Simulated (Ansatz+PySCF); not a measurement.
A calculation with Ansatz (development build ahead of 0.2.0).

```yaml
crystal:
  periodic: [false, false, false]
  atoms:
    - { symbol: C, position_ang: [1.45833, -0.44637, 0.02548] }
    - { symbol: C, position_ang: [0.46942, 0.69742, -0.02749] }
    - { symbol: O, position_ang: [-1.85304, -0.31466, -0.05305] }
    - { symbol: H, position_ang: [1.30176, -1.06108, 0.91074] }
    - { symbol: H, position_ang: [1.36658, -1.08619, -0.85112] }
    - { symbol: H, position_ang: [2.48224, -0.06688, 0.05715] }
    - { symbol: H, position_ang: [0.47107, 1.32544, 0.86104] }
    - { symbol: H, position_ang: [0.53352, 1.3035, -0.92856] }
    - { symbol: H, position_ang: [-0.63023, 0.20782, -0.07846] }
    - { symbol: H, position_ang: [-2.26721, 0.38832, 0.46575] }
basis:
  gaussian: { orbitals: cc-pVTZ }
magnetization:
  spin_polarized: true
  initial_magnetization: 1
hamiltonian:
  xc: hf
correlation:
  method: mp2
  frozen_orbitals: { C: 1, H: 0, O: 1 }
```

The input is written out in the form of the current development build from the run's settings.

Results

- Converged: yes
- Reference energy: -154.64204 hartree
- Correlation energy: -0.59670 hartree
- Total energy: -155.23874 hartree
- Spin squared of the determinant: 0.784
- Stability test: minimum
